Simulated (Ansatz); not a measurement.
# Worked example: H$_{2}$Si–As, quartet against H$_{2}$Si–As, doublet

Geometry (PBE0/def2-TZVP stationary point of a doublet), kept for both states (H2Si–As, doublet: B2; H2Si–As, quartet: B2):

```xyz
4

Si    0.0000    0.0000    1.5272
As    0.0000    0.0000   -0.6362
H     0.0000    1.2259    2.3663
H     0.0000   -1.2259    2.3663
```

Basis cc-pVTZ; Ansatz 0.2.0. Correlated methods freeze the noble-gas cores and the filled d shells of p-block atoms. R marks a restricted (for open shells ROHF) determinant, U an unrestricted one. No spin–orbit coupling is included, and no scalar relativity.

Full CI isn't at hand for all of this; UCCSDT(Q) serves as the reference, and is uncertain by about the last step of the cluster series.

Unrestricted rows (U, and Kohn–Sham where it breaks symmetry) aren't spin-pure: their determinants' ⟨S²⟩ exceeds S(S+1) by up to 0.43, so they mix in states of higher spin.

| level | E(H2Si–As, doublet) (hartree) | E(H2Si–As, quartet) (hartree) |
| --- | --- | --- |
| UHF | -2524.321746 | -2524.273896 |
| UMP2 | -2524.531130 | -2524.467141 |
| UCCSD(T) | -2524.585932 | -2524.513138 |
| PBE | -2526.084934 | -2526.011165 |
| PBE0 | -2526.176785 | -2526.108763 |
| UCCSDT(Q) | -2524.589393 | -2524.515037 |

Question: Give the vertical gap, H2Si–As quartet less H2Si–As doublet, at each level in eV (1 hartree = 27.2114 eV), and each error against UCCSDT(Q).

Answer: UCCSDT(Q): (-2524.515037 − (-2524.589393)) × 27.2114 = 2.023 eV (the reference)
PBE0: (-2526.108763 − (-2526.176785)) × 27.2114 = 1.851 eV, error -0.172 eV
PBE: (-2526.011165 − (-2526.084934)) × 27.2114 = 2.007 eV, error -0.016 eV
UCCSD(T): (-2524.513138 − (-2524.585932)) × 27.2114 = 1.981 eV, error -0.042 eV
UMP2: (-2524.467141 − (-2524.531130)) × 27.2114 = 1.741 eV, error -0.282 eV
UHF: (-2524.273896 − (-2524.321746)) × 27.2114 = 1.302 eV, error -0.721 eV

Total energies of functionals can't be set beside those of wave-function methods, since they hold the core's correlation and their own absolute errors; only the differences compare.

Each level lands on the state that its own search finds. T1 diagnostics of restricted CCSD: 0.028 and 0.020.
